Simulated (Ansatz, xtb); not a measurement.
C3H6Cl: which of two isomers lies lower

We compare a, `C[CH]CCl`, a doublet, with b, `C[C](C)Cl`, a doublet. Both are isolated molecules in the gas phase, relaxed with B3LYP-D3(BJ)/def2-SVP; the shapes shown needn't be the lowest conformers.

a (Å):

| atom | x (Å) | y (Å) | z (Å) |
| --- | --- | --- | --- |
| C | -0.8591 | 0.0076 | -0.3576 |
| C | -0.8217 | -0.6868 | -1.6724 |
| C | 0.4389 | -0.9026 | -2.3848 |
| Cl | 1.0423 | 0.7054 | -3.1521 |
| H | -0.0261 | -0.3064 | 0.2946 |
| H | -1.8080 | -0.1620 | 0.1740 |
| H | -0.7518 | 1.1033 | -0.4952 |
| H | -1.7508 | -0.7801 | -2.2446 |
| H | 1.2654 | -1.2022 | -1.7263 |
| H | 0.3549 | -1.5948 | -3.2306 |

b (Å):

```xyz
10

C    -0.0171   -0.6354    0.0322
C    -0.7019    0.6727   -0.1608
C    -1.8011    1.1551    0.7203
Cl    0.2365    1.9140   -0.9583
H     0.5005   -0.9580   -0.8846
H    -0.7468   -1.4106    0.3167
H     0.7467   -0.5887    0.8368
H    -1.4146    1.5790    1.6710
H    -2.3910    1.9460    0.2316
H    -2.4746    0.3230    0.9817
```

Quicker runs give these differences E(b) − E(a): GFN2-xTB −6.6 kcal/mol; HF/STO-3G −7.8 kcal/mol (at GFN2-xTB geometries); r2SCAN-D4/def2-SVP −6.0 kcal/mol (at GFN2-xTB geometries).

**Question.** Estimate E(b) − E(a) at the level CCSD(T)/def2-SVP + ΔMP2/def2-TZVPP.

**Answer.** Calculated at CCSD(T)/def2-SVP + ΔMP2/def2-TZVPP: E(b) − E(a) = −4.5 kcal/mol, so structure b lies lower.

The same difference at several levels:

| level | geometry | E(b) − E(a) (kcal/mol) | departure from the last row (kcal/mol) | job, with rough time for the two |
| --- | --- | --- | --- | --- |
| GFN2-xTB | GFN2-xTB | −6.6 | −2.1 | optimisation, 0.14 s |
| HF/STO-3G | GFN2-xTB | −7.8 | −3.3 | single point, 0.26 s |
| r2SCAN-D4/def2-SVP | GFN2-xTB | −6.0 | −1.5 | single point, 5.2 s |
| B3LYP-D3(BJ)/def2-SVP | B3LYP-D3(BJ)/def2-SVP | −4.7 | −0.3 | optimisation, 53 s |
| HF/def2-SVP | B3LYP-D3(BJ)/def2-SVP | −3.7 | +0.7 | part of the CCSD(T) run |
| MP2/def2-SVP | B3LYP-D3(BJ)/def2-SVP | −6.6 | −2.2 | part of the CCSD(T) run |
| CCSD(T)/def2-SVP | B3LYP-D3(BJ)/def2-SVP | −6.0 | −1.6 | single point |
| CCSD(T)/def2-SVP + ΔMP2/def2-TZVPP | B3LYP-D3(BJ)/def2-SVP | −4.5 |  | single point, 37 s |

As drawn, both hold the same kinds of bond in the same numbers. Structure a has 1 methyl group, b 2.

The levels shown agree on the order. The largest departure from CCSD(T)/def2-SVP + ΔMP2/def2-TZVPP is that of HF/STO-3G, 3.3 kcal/mol. The last row adds to CCSD(T) the change of the MP2 difference between the two basis sets, here +1.6 kcal/mol.

With harmonic frequencies from B3LYP-D3(BJ)/def2-SVP (ideal gas, rigid rotor, one conformer each, 1000 K, 1 atm): the zero-point term adds −0.1 kcal/mol; ΔH is −4.6 and ΔG −3.9 kcal/mol.

Open shells are spin-unrestricted. The correlated steps freeze 8 core orbitals. Mirror images aren't counted in ΔG. Programs: Ansatz 0.2.0, xtb 6.7.1; the last row on 2 threads of Arm Neoverse V2 on a shared host.
